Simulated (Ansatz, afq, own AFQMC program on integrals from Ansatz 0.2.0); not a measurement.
**Where AFQMC and coupled cluster stand for BNH, quartet**

```yaml
atoms:
  - { symbol: B, position_ang: [0.0000, 0.0798, 0.8638] }
  - { symbol: N, position_ang: [0.0000, -0.1176, -0.5879] }
  - { symbol: H, position_ang: [0.0000, 0.7790, -1.0947] }
```

Connectivity, by distances: B–NH.

Basis cc-pVDZ. Noble-gas cores (and the filled d shells of Ga–Kr and In–Xe) are frozen. Integrals, coupled cluster, full CI and functionals: Ansatz 0.2.0; the random walks run on the same integrals in our own AFQMC program. ph-AFQMC/CISD is guided by a CISD state made of CCSD amplitudes; releasing the constraint for a short imaginary time cuts its bias at the price of noise, slowly where states lie close. Free AFQMC starts from the CCSD state and is never constrained. Its projection time is finite, and what remains of the start isn't in its error. Error bars are statistical, one sigma.

Determinant: UHF, the one that the program's search chose, which needn't be the lowest solution. The geometry is a point of a scan.

No full CI on the walks' own integrals is used here; CCSDT(Q) serves as the reference and is uncertain by about the last step of the cluster series.

Cautions: lower spins were not checked; the ph-AFQMC/HF walk drifts between its halves (2.4 errors).

```
T1 diagnostic                               : 0.0233
weight of the determinant in the CISD state : 0.916
⟨S²⟩ of the determinant                     : 3.756
size of the correlated space                : 9 electrons in 31 orbitals
```

| level | correlation energy (eV) |
| --- | --- |
| MP2 | -4.5128 |
| CCSD | -5.1569 |
| CCSD(T) | -5.2959 |

(1) Estimate where AFQMC with the constraint released lies against CCSD(T) on the same integrals.

(1) 1.51 ± 0.56 mEh below CCSD(T).

Reference: CCSDT(Q), correlation energy -5.334 eV. The released energy is read at 2.40 1/Eh (meV from the phaseless value at times in 1/Eh: -29 ± 10 at 0.24, -27 ± 11 at 0.51, -36 ± 10 at 0.99, -25 ± 13 at 1.62, -34 ± 15 at 2.40).

```csv
level,E − E(reference) (mEh),share of correlation (%)
CCSD(T),1.40,99.29
CCSDT,0.41,99.79
ph-AFQMC/HF,2.91 ± 2.13,98.51
ph-AFQMC/CISD,1.15 ± 0.35,99.41
released AFQMC,-0.12 ± 0.56,100.06
free AFQMC,-0.29 ± 0.83,100.15
```

Free projections are given only where their last times agree within the noise and don't stop above the reference; a slow remainder of the start can still hide under it. A walk keeps the symmetry of its determinant, which the program's search chose and which needn't be the lowest solution, so a lower state of the same spin and another symmetry isn't excluded. Released energies are given only where the last usable release times agree within the noise; a slower fall can still hide under it.
